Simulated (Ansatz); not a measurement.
What does this script print? It uses the Python package of Ansatz (0.2.0).

`c2h5s.xyz`
```text
8

C     0.76410    0.13490    0.06370
C    -0.70030   -0.25220   -0.10770
S    -1.76300    1.14270    0.41090
H     1.00770    0.36540    1.10740
H     1.40570   -0.69760   -0.24570
H     1.03350    1.00170   -0.55100
H    -0.88660   -1.16060    0.47730
H    -0.86110   -0.53440   -1.15490
```

`c2h5s_states.py`
```python
"""Does a wider search find a lower mean-field state of C2H5S(-)?"""

import ansatz
import numpy as np

system = ansatz.Crystal.molecule_from_extxyz("c2h5s.xyz")
symbols = [site.symbol for site in system.cartesian_sites]

start = np.array([site.position_ang for site in system.cartesian_sites])
for factor in [1.0, 1.25, 1.6]:
    xyz = (start - start.mean(axis=0)) * factor
    scaled = ansatz.Crystal.molecule()
    for symbol, place in zip(symbols, xyz):
        scaled = scaled.atom(symbol, place.tolist())
    base = scaled.calculation().basis(gaussian="def2-SVP").functional("HF").charge(-1).spin("collinear")
    for search in ("off", "standard"):
        try:
            summary = base.scf(lower_state_search=search).run().report
        except ansatz.AnsatzError as error:
            print(f"x{factor} search {search}: {type(error).__name__}")
            continue
        state = summary["mean_field"]["state"]
        print(f"all distances x{factor}, search {search:8s} E = {summary['free_energy_ev']:.5f} eV  <S^2> = {abs(state['spin_squared']):.3f}  other states met: {len(summary['mean_field']['others'])}")
```

```console
$ python c2h5s_states.py
all distances x1.0, search off      E = -12951.89810 eV  <S^2> = 0.000  other states met: 0
all distances x1.0, search standard E = -12951.89810 eV  <S^2> = 0.000  other states met: 0
all distances x1.25, search off      E = -12945.10397 eV  <S^2> = 0.000  other states met: 0
all distances x1.25, search standard E = -12945.10397 eV  <S^2> = 0.000  other states met: 3
all distances x1.6, search off      E = -12931.38145 eV  <S^2> = 0.000  other states met: 0
all distances x1.6, search standard E = -12933.96673 eV  <S^2> = 3.286  other states met: 12
```

Caveats:
- Total energies depend on the basis set; only differences at equal settings carry meaning.
- The count of other states can hold repeated and symmetry-equivalent ends of the search; scaling all distances is a test, and for more than two atoms no physical path.
- The geometry comes from a force field and isn't relaxed at this level.
- The expectation value of S² is noticeably off S(S+1) in at least one run, so that state is spin-contaminated.
- Anions want diffuse functions, which this basis lacks.
- Hardware and time: 19 s on 1 thread of Arm Neoverse V2, on a shared host, peak memory 0.23 GiB.

(Lines on the test bed's own set-up are left out of the output.)
